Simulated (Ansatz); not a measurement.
# B₂Si (triplet): from Hartree-Fock to the top rungs, cc-pVDZ

The task here is to estimate one member of a computed series from the others.

The runs use Ansatz 0.2.0, Gaussian basis; cc-pVDZ, core rule «outside noble gas», up to 7 orbitals frozen.

To be run: UHF; CCSD(T) on ROHF; CCSD(T) on UHF; BCCD(T) on ROHF; CISD as a restricted active space (open shells left free, so some higher excitations enter); CCSDT(Q) on ROHF; CCSDT(Q) on UHF; CASSCF and MRCISD+Q, 10 electrons in 10 orbitals; CASSCF and NEVPT2, 10 electrons in 10 orbitals.

23 further runs of the same task are left out: 12 that didn't finish, 11 set aside as unsound or not needed. Runs told in other sessions of the task aren't counted.

## The system

The geometry is a PBE0/def2-TZVP stationary point (not a proven minimum).

3 atoms, charge 0, spin multiplicity 3.

Atoms are counted from 1 here; the program's logs count them from 0.

Bond lengths: B1–B2 1.543 Å, B2–Si3 1.871 Å. Angles: B1–B2–Si3 180.0°.

Set-up of the first run:

Input file in.yaml:

```yaml
crystal:
  periodic: [false, false, false]
  atoms:
    - {symbol: B, position_ang: [0.000000, 0.000000, -1.652467]}
    - {symbol: B, position_ang: [0.000000, 0.000000, -0.109467]}
    - {symbol: Si, position_ang: [0.000000, 0.000000, 1.761933]}
basis:
  gaussian: {orbitals: cc-pVDZ}
magnetization: {spin_polarized: true, initial_magnetization: 2}
hamiltonian: {xc: hf}
output: {orbitals: {seedname: orbitals}}
```

Started as:

```
$ ansatz run in.yaml --threads 1 --pin off --events-out ev --progress --plain --max-ram 2393MiB
```

Steps of the session up to this table: UHF; CCSD(T) on ROHF; CCSD(T) on UHF; BCCD(T) on ROHF; CISD as a restricted active space (open shells left free, so some higher excitations enter); CCSDT(Q) on ROHF; CCSDT(Q) on UHF; CASSCF and MRCISD+Q, 10 electrons in 10 orbitals; CASSCF and NEVPT2, 10 electrons in 10 orbitals.

One table of the session follows, with a row left open; its other results are not shown here.

It belongs to the step «Misses and costs». 

```
   method  from RCCSDT(Q) (meV)
     ROHF               +6868.1
      UHF                     ?
     RMP2               +1695.4
     UMP2               +1812.5
     CISD               +1265.2
    RCCSD                +590.1
    UCCSD                +542.3
 RCCSD(T)                +158.8
 UCCSD(T)                +207.1
  BCCD(T)                +158.1
   RCCSDT                 +59.1
   UCCSDT                 +53.4
RCCSDT(Q)                     0
UCCSDT(Q)                 -10.8
```

Q: Estimate the row for UHF from the others.

As computed: from RCCSDT(Q) (meV): +6164.3. In the column «from RCCSDT(Q) (meV)» it lies between UMP2 (+1812.5) and ROHF (+6868.1).

Left out of the table: CASSCF frontier, NEVPT2 frontier, MRCISD frontier, MRCISD+Q frontier (the active space lost an orbital or holds another state than full CI finds).

Limits of these values: The determinant of HF (⟨S²⟩ 2.85) is far from a pure spin state, so its energy mixes those of several spin states; that is harmless only where they are near-degenerate. The determinant of CCSD(T) (⟨S²⟩ 2.76) is far from a pure spin state, so its energy mixes those of several spin states; high orders of coupled cluster remove much of that, low ones don't. The determinant of CCSDT(Q) (⟨S²⟩ 2.76) is far from a pure spin state, so its energy mixes those of several spin states; high orders of coupled cluster remove much of that, low ones don't. Warnings: spin contamination; coupled cluster took another determinant than the lowest; large T1 diagnostic. Restricted and unrestricted rows rest on different reference determinants; a gap between their highest levels can come from leftover correlation error, from unlike frozen cores or from another state. Warnings in the runs' records: passed over end.
